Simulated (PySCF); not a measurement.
Species: cyclopropylisocyanide, C₄H₅N.
InChI=1S/C4H5N/c1-5-4-2-3-4/h4H,2-3H2

The closed-shell ground state was solved at several levels (PySCF, density fitting, gas phase, non-relativistic). Geometry: PBE0-D3(BJ)/def2-TZVP; no solvent, vibrations or thermal averaging.

```
         level  basis functions  HOMO (eV)  LUMO (eV)  gap (eV)  dipole (D)
B97-2/pcSseg-2              250      -8.20       0.18      8.38        4.05
 PBE0/pcSseg-2              250      -8.47       0.19      8.66        4.08
  KT3/pcSseg-2              250      -7.24      -0.76      6.48        4.01
```

Q: Estimate the row for wB97X-D/pcSseg-2, a basis of 250 functions; the other rows only guide the guess.

A: HOMO -10.31 eV, LUMO 1.93 eV, gap 12.24 eV, dipole 4.06 D.

Q: Over all these levels, which gives the widest orbital gap and which the narrowest?

A: wB97X-D/pcSseg-2 (range-separated hybrid) has the widest, 12.24 eV, and KT3/pcSseg-2 (GGA) the narrowest, 6.48 eV. From the narrowest to the widest the HOMO moves by -3.07 eV and the LUMO by +2.69 eV.

Q: In the pcSseg-2 basis, how does the gap go with the fixed share of exact exchange?

A: KT3 (0 %) 6.48 eV; B97-2 (21 %) 8.38 eV; PBE0 (25 %) 8.66 eV. Each rise in the share widens the gap here.

Q: How far do the dipole and the HOMO energy spread over the levels?

A: The dipole runs from 4.01 to 4.08 D (mean 4.05 D) and the HOMO from -10.31 to -7.24 eV.
